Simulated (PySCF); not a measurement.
`CC1=C(F)C1=O`. Method used: PBE0-D3(BJ)/def2-SVP geometry optimisation, gas phase (PySCF 2.14.0).

```
atom  x, y, z in Å
C1    -1.3376   -0.0017   -0.1357
C2     0.1280   -0.0086    0.0119
C3     1.2687   -0.6647    0.2671
F4     1.7332   -1.8478    0.5695
C5     1.3900    0.7255   -0.0244
O6     1.9924    1.7456   -0.1874
H7    -1.6110    0.4127   -1.1178
H8    -1.7642   -1.0085   -0.0352
H9    -1.7851    0.6556    0.6256
```

**Question.** Give the dihedral angles C2–C3–C5–O6, C5–C2–C3–F4, H8–C1–C2–C3.

**Answer.** C2–C3–C5–O6 180° (antiperiplanar); C5–C2–C3–F4 180° (antiperiplanar); H8–C1–C2–C3 -4° (synperiplanar). Dihedral signs follow IUPAC: positive where, seen along the central bond, the front bond turns clockwise onto the rear one.

**Question.** What are the angles H8–C1–H9, C2–C1–H8, C1–C2–C3, C1–C2–C5, C2–C3–F4, C2–C3–C5, C2–C5–O6, C3–C5–O6?

**Answer.** From the scalar product of the two bond vectors; for H8–C1–H9 it is -0.3944 Å² over 1.0981 × 1.1009 Å², cos θ = -0.3262. H8–C1–H9 109.0°; C2–C1–H8 111.9°; C1–C2–C3 150.2°; C1–C2–C5 148.8°; C2–C3–F4 142.2°; C2–C3–C5 63.7°; C2–C5–O6 150.2°; C3–C5–O6 154.5°.

**Question.** What is the repulsion energy of the bare nuclei, Σ ZA·ZB/RAB?

**Answer.** 203.65 Eh over 36 pairs, with full nuclear charges and distances in bohr; the largest single term is 21.87 Eh (C3 with F4).

**Question.** How far are the heavy atoms from their best plane (unweighted least squares)?

**Answer.** 0.001 Å rms; none is more than 0.001 Å off.

**Question.** Write the matrix of distances between heavy atoms (Å, lower triangle).

**Answer.** 
```
C1    0.000
C2    1.473  0.000
C3    2.719  1.340  0.000
F4    3.652  2.504  1.306  0.000
C5    2.825  1.460  1.426  2.663  0.000
O6    3.761  2.568  2.557  3.681  1.196  0.000
```

PBE0-D3(BJ)/def2-SVP frequencies: not computed here.

On one thread, Arm Neoverse V2, on a shared host, this took 28 s wall. That covers the optimisation of the geometry.
